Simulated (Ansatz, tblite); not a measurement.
# Group exchange: C5H12 + H2S2 → C4H10S + CH4S

Species: C5H12 (neopentane) `CC(C)(C)C`, singlet; H2S2 `SS`, singlet; C4H10S (2-methyl-2-propanethiol) `CC(C)(C)S`, singlet; CH4S (methanethiol) `CS`, singlet. The partners trade CH3 for SH: C–CH3 and S–SH bonds give way to C–SH and S–CH3.

Shapes, held fixed at every level: PBE0-D4/def2-TZVP. Flexible molecules stand in one conformer, not always the lowest. Programs: Ansatz 0.2.0, tblite 0.8.0. Electronic energies: no zero-point or thermal term.

| level | kind | ΔE (kJ/mol) | less CCSD(T)/CBS estimate |
| --- | --- | --- | --- |
| GFN1-xTB | semi-empirical | +28.9 | +12.0 |
| HF/def2-TZVPP | Hartree–Fock | +18.2 | +1.3 |
| PBE-D4/def2-TZVPP | GGA | +20.9 | +4.0 |
| r2SCAN-D4/def2-TZVPP | meta-GGA | +20.0 | +3.1 |
| r2SCAN0-D4/def2-TZVPP | global hybrid | +19.8 | +2.9 |
| MP2/def2-SVP | perturbation theory | +2.8 | -14.1 |
| CCSD(T)/def2-SVP | coupled cluster or CI | +7.4 | -9.5 |
| CCSD/def2-SVP | coupled cluster or CI | +8.7 | -8.2 |
| CCSD(T)/CBS estimate | coupled cluster or CI | +16.9 | 0.0 |

The highest level, CCSD(T)/CBS estimate, gives ΔE = +16.9 kJ/mol; the levels span +2.8 to +28.9. The column of differences is taken from that level and isn't an error. No measured value is set beside it here. The CBS estimate extrapolates MP2 from def2-TZVPP and def2-QZVPP and adds CCSD(T) − MP2 in the triple-zeta set, cores frozen.
